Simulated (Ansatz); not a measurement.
## Property card for Ti₂O

Theory: DFT PBEsol, scalar-relativistic, plane waves, PAW (Ansatz).

Plane waves to 420 eV, a k mesh through Γ of 18×18×10 on the computed 3-atom cell and Gaussian smearing (0.10 eV); no spin polarisation.

The structure is relaxed at this level of theory with its symmetry kept. Whether it is the stable form of this composition wasn't checked.

```cif
data_structure
_symmetry_space_group_name_H-M 'P-3m1'
_symmetry_Int_Tables_number 164
_cell_length_a 2.9530
_cell_length_b 2.9530
_cell_length_c 4.7237
_cell_angle_alpha 90.000
_cell_angle_beta 90.000
_cell_angle_gamma 120.000
_cell_volume 35.67
loop_
_atom_site_label
_atom_site_type_symbol
_atom_site_symmetry_multiplicity
_atom_site_Wyckoff_symbol
_atom_site_fract_x
_atom_site_fract_y
_atom_site_fract_z
_atom_site_occupancy
Ti1 Ti 2 d 0.66667 0.33333 0.26267 1
O1 O 1 a 0.00000 0.00000 0.00000 1
```

```json
{
  "Space group": "P-3m1 (No. 164)",
  "Volume per atom": "11.89 Å³",
  "Formation energy from the elements' standard states (uncorrected)": "-1.915 eV/atom",
  "Kohn–Sham band gap": "none (metal)",
  "Density of states at the Fermi level": "1.01 states/eV per cell",
  "Löwdin character within 0.5 eV of the Fermi level": "Ti 3d 93 %",
  "Bulk modulus": "196 GPa",
  "Its pressure derivative": "4.3",
  "Bader charges (e)": "Ti (2 in the cell) 0.71, O (1 in the cell) -1.43"
}
```

Spin polarisation was left out, and a magnetic state may lie lower.

A ferromagnetic start lost its moments in a first run, so spin was left out; other magnetic orders weren't tried.